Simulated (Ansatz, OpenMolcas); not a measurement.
**How methods differ on PNH4 (SMILES N=[PH3])**

PNH4 has 6 atoms, charge 0, and is taken as a singlet. As SMILES, `N=[PH3]`. Geometry: relaxed at GFN2-xTB.

Each level gives the vertical energy of the triplet above the singlet (eV). The values are calculated.

```json
{"level": "HF/STO-3G, open shells restricted", "kind": "Hartree–Fock", "program": "OpenMolcas", "value (eV)": "6.35", "less FCI/STO-3G": "-0.34", "CPU time (all runs)": "5.5 s"}
{"level": "BLYP/STO-3G", "kind": "GGA", "program": "Ansatz", "value (eV)": "6.77", "less FCI/STO-3G": "+0.08", "CPU time (all runs)": "4 s"}
{"level": "r2SCAN/STO-3G", "kind": "meta-GGA", "program": "OpenMolcas", "value (eV)": "6.78", "less FCI/STO-3G": "+0.09", "CPU time (all runs)": "25 s"}
{"level": "B3LYP/STO-3G", "kind": "global hybrid", "program": "Ansatz", "value (eV)": "6.71", "less FCI/STO-3G": "+0.02", "CPU time (all runs)": "3.8 s"}
{"level": "BHLYP/STO-3G", "kind": "global hybrid", "program": "Ansatz", "value (eV)": "6.52", "less FCI/STO-3G": "-0.17", "CPU time (all runs)": "3.5 s"}
{"level": "wB97M-V/STO-3G", "kind": "range-separated hybrid", "program": "Ansatz", "value (eV)": "6.84", "less FCI/STO-3G": "+0.15", "CPU time (all runs)": "44 s"}
{"level": "CASSCF(2,2)/STO-3G", "kind": "multireference", "program": "OpenMolcas", "value (eV)": "6.80", "less FCI/STO-3G": "+0.11", "CPU time (all runs)": "4.6 s"}
{"level": "BCCD(T)/STO-3G", "kind": "coupled cluster or CI", "program": "Ansatz", "value (eV)": "6.70", "less FCI/STO-3G": "+0.01", "CPU time (all runs)": "0.75 s"}
{"level": "FCI/STO-3G", "kind": "exact in the basis", "program": "Ansatz", "value (eV)": "6.69", "less FCI/STO-3G": "0.00", "CPU time (all runs)": "8.2 s"}
```

FCI/STO-3G is exact within its basis and frozen core, so for wave-function methods in that basis the difference is their error; functionals converge differently with the basis, so for them it is only a difference. The values span 6.35 to 6.84 eV. All rows use very small basis sets, so even the best lies far from the true value. Times are those of the runs behind each value, whatever else they computed, on shared processors of several kinds: orders of magnitude only.
